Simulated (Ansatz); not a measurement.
Relaxation of C2H4Al (7 atoms, charge 1, multiplicity 1), to a largest force component of 0.02 eV/Å in at most 40 steps.

These are results of RKS revPBE-D4/6-31G* in Ansatz 0.2.0, not measurements.

```xyz
7
Properties=species:S:1:pos:R:3
C -1.124 0.269 -1.205
C -0.276 0.062 -0.292
Al 1.130 -0.271 1.214
H -2.177 0.531 -1.062
H -0.932 0.216 -2.282
H 0.768 -0.176 2.725
H 2.611 -0.631 0.901
```

Problem. Where does it end, and by what steps?

Solution. The forces met the threshold. After 5 steps the energy has fallen by 0.333 eV; H6 moved furthest, 0.35 Å.

```
step  energy less start (eV)  largest force component (eV/Å)  accepted
   0                  0.0000                           1.919       yes
   1                 -0.2620                           0.498       yes
   2                 -0.3150                           0.379       yes
   3                 -0.3317                           0.131       yes
   4                 -0.3327                           0.056       yes
   5                 -0.3330                           0.004       yes
```

```xyz
7
Properties=species:S:1:pos:R:3
C -1.058 0.254 -1.136
C -0.189 0.045 -0.201
Al 1.163 -0.279 1.250
H -2.111 0.507 -0.910
H -0.789 0.189 -2.208
H 0.437 -0.093 2.647
H 2.548 -0.623 0.559
```

Whether the end is a true minimum wasn't checked by a vibrational analysis.

Run time: 5.4 s on 1 thread of Arm Neoverse V2, with other jobs on the host, peak memory 0.095 GiB.
